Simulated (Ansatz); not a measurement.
Born–Oppenheimer molecular dynamics of C2H6S (9 atoms, charge 0, multiplicity 1). It goes on from the last frame of an earlier run, with new velocities.

Method: RKS revPBE-D4/def2-SVP in Ansatz 0.2.0.

```json
{
 "ensemble": "NVE (velocity Verlet)",
 "time step": "1 fs",
 "steps asked": "150",
 "starting velocities drawn for": "700 K",
 "seed": "87628"
}
```

Frames 5 fs apart, positions in Å.

Velocities at 60 fs (Å/ps):

```
C 1.08 2.35 0.28
S -0.80 0.15 1.08
C 0.37 3.18 1.23
H -9.40 -1.71 24.69
H -0.13 15.47 -26.71
H -5.38 -29.68 -30.93
H -19.28 11.09 -2.38
H 26.72 -35.26 -13.15
H 15.75 -30.43 -3.83
```

```xyz
9
Properties=species:S:1:pos:R:3 time_fs=60 energy_less_start_eV=0.244 T=440
C -0.516 1.029 -0.826
S 0.907 -0.105 -0.747
C 0.471 -1.197 0.620
H -1.239 0.955 0.059
H -1.133 1.033 -1.784
H -0.158 2.161 -0.791
H -0.624 -1.065 0.823
H 0.621 -2.228 0.285
H 1.030 -0.896 1.480
9
Properties=species:S:1:pos:R:3 time_fs=65 energy_less_start_eV=0.306 T=374
C -0.526 1.049 -0.826
S 0.903 -0.102 -0.745
C 0.461 -1.193 0.619
H -1.180 0.935 0.048
H -1.071 1.018 -1.797
H -0.143 2.019 -0.903
H -0.617 -1.051 0.820
H 0.725 -2.283 0.290
H 1.139 -1.048 1.547
9
Properties=species:S:1:pos:R:3 time_fs=70 energy_less_start_eV=0.287 T=395
C -0.533 1.063 -0.839
S 0.901 -0.097 -0.747
C 0.468 -1.209 0.626
H -1.169 0.921 0.067
H -1.071 0.827 -1.776
H -0.021 2.141 -0.892
H -0.599 -1.118 0.888
H 0.699 -2.195 0.334
H 1.082 -1.136 1.512
9
Properties=species:S:1:pos:R:3 time_fs=75 energy_less_start_eV=0.371 T=311
C -0.517 1.087 -0.853
S 0.900 -0.091 -0.749
C 0.473 -1.222 0.634
H -1.169 0.971 0.061
H -1.124 0.704 -1.735
H -0.119 2.041 -0.848
H -0.606 -1.204 0.960
H 0.631 -2.344 0.246
H 1.071 -1.049 1.592
9
Properties=species:S:1:pos:R:3 time_fs=80 energy_less_start_eV=0.344 T=336
C -0.513 1.070 -0.860
S 0.901 -0.086 -0.748
C 0.475 -1.259 0.644
H -1.131 1.042 0.035
H -1.160 0.780 -1.670
H -0.178 2.213 -0.920
H -0.574 -1.226 0.949
H 0.575 -2.217 0.274
H 1.053 -0.977 1.539
9
Properties=species:S:1:pos:R:3 time_fs=85 energy_less_start_eV=0.372 T=308
C -0.502 1.074 -0.856
S 0.902 -0.082 -0.745
C 0.465 -1.266 0.652
H -1.124 1.068 0.126
H -1.247 0.879 -1.749
H -0.262 2.083 -1.051
H -0.631 -1.158 0.905
H 0.680 -2.369 0.257
H 1.121 -0.982 1.504
9
Properties=species:S:1:pos:R:3 time_fs=90 energy_less_start_eV=0.379 T=301
C -0.529 1.063 -0.852
S 0.904 -0.080 -0.743
C 0.454 -1.276 0.639
H -1.021 1.090 0.079
H -1.201 0.888 -1.640
H -0.139 2.126 -1.154
H -0.596 -1.113 0.858
H 0.737 -2.249 0.365
H 1.151 -1.049 1.507
9
Properties=species:S:1:pos:R:3 time_fs=95 energy_less_start_eV=0.290 T=394
C -0.531 1.072 -0.856
S 0.907 -0.080 -0.740
C 0.461 -1.253 0.624
H -1.038 1.165 0.208
H -1.318 0.716 -1.673
H -0.027 1.999 -1.101
H -0.626 -1.144 0.876
H 0.738 -2.356 0.342
H 1.051 -1.076 1.517
9
Properties=species:S:1:pos:R:3 time_fs=100 energy_less_start_eV=0.351 T=330
C -0.548 1.059 -0.848
S 0.909 -0.082 -0.737
C 0.466 -1.242 0.600
H -0.967 1.249 0.086
H -1.253 0.663 -1.505
H 0.033 1.996 -1.110
H -0.603 -1.230 0.867
H 0.626 -2.274 0.292
H 1.003 -1.006 1.615
9
Properties=species:S:1:pos:R:3 time_fs=105 energy_less_start_eV=0.265 T=425
C -0.523 1.048 -0.834
S 0.911 -0.086 -0.732
C 0.468 -1.224 0.598
H -0.997 1.342 0.211
H -1.358 0.616 -1.548
H -0.093 1.994 -1.240
H -0.632 -1.246 0.802
H 0.615 -2.276 0.214
H 0.922 -0.990 1.509
9
Properties=species:S:1:pos:R:3 time_fs=110 energy_less_start_eV=0.227 T=460
C -0.512 1.040 -0.812
S 0.914 -0.087 -0.728
C 0.441 -1.222 0.580
H -0.908 1.322 0.123
H -1.314 0.674 -1.444
H -0.293 1.956 -1.417
H -0.654 -1.179 0.702
H 0.723 -2.256 0.222
H 1.017 -0.980 1.596
9
Properties=species:S:1:pos:R:3 time_fs=115 energy_less_start_eV=0.245 T=443
C -0.500 1.037 -0.815
S 0.919 -0.082 -0.729
C 0.422 -1.225 0.580
H -0.854 1.368 0.245
H -1.402 0.551 -1.333
H -0.336 1.923 -1.484
H -0.677 -1.144 0.658
H 0.827 -2.198 0.300
H 0.934 -1.036 1.463
```

Of the whole run (150 fs, mean temperature of the second half 432 K): The conserved energy stayed within 3.1 meV per atom of its start (net change 2.2 meV per atom), so the integration is sound. A run of 0.15 ps of so small a system gives no equilibrium averages.

The run took 3.2 min on 1 thread of Arm Neoverse V1, on a shared host, peak memory 0.093 GiB.
